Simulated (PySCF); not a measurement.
# C4H8O (2-Butanone): the cost of one run

Computed with PySCF 2.14.0, with density-fitted response routines of our own, on a single molecule in the gas phase. Atoms are numbered from 0 throughout.

## Step 1: The starting structure

13 atoms, charge 0, multiplicity 1; geometry from: MMFF94s. The atoms were then displaced at random by about 0.03 Å, so the start is not that level's minimum.

Bonds of the start (Å): C0–C1 1.43, C1–C2 1.50, C2–C3 1.65, C2–O4 1.20, C0–H5 1.06, C0–H6 1.13, C0–H7 1.17, C1–H8 1.03, C1–H9 1.13, C3–H10 1.08, C3–H11 1.07, C3–H12 1.04.

## Step 2: Optimising the geometry at PBE0-D3(BJ)/def2-SVP

The job: settings as JSON, then the geometry in Å.

```
{"job": {"xc": "PBE0", "basis": "def2-SVP", "d3": "d3bj", "grid": 1, "shake": 0.03, "kind": "geom"}, "charge": 0, "multiplicity": 1}
C     -1.761300    -0.236670     0.804190
C     -0.418870    -0.587680     0.447030
C      0.406420     0.593230     0.016140
C      1.995230     0.283560    -0.321820
O      0.039490     1.735580    -0.037890
H     -2.426760    -1.018380     1.075370
H     -1.808200     0.549180     1.621480
H     -2.262930     0.329550    -0.082720
H     -0.422340    -1.277330    -0.313790
H      0.050020    -1.057550     1.355790
H      2.367950    -0.177820     0.579130
H      1.933450    -0.411430    -1.137450
H      2.338460     1.223650    -0.619010
```

Started as:

```console
OMP_NUM_THREADS=1 python probes_run.py task.json out
```

The driver reads the jobs from task.json and runs them one after another.

Q: Estimate the wall time and peak memory of this first job on 1 thread of Intel Xeon Platinum 8259CL at 2.50GHz, shared host.

About 34 s, with a peak of 0.45 GiB.
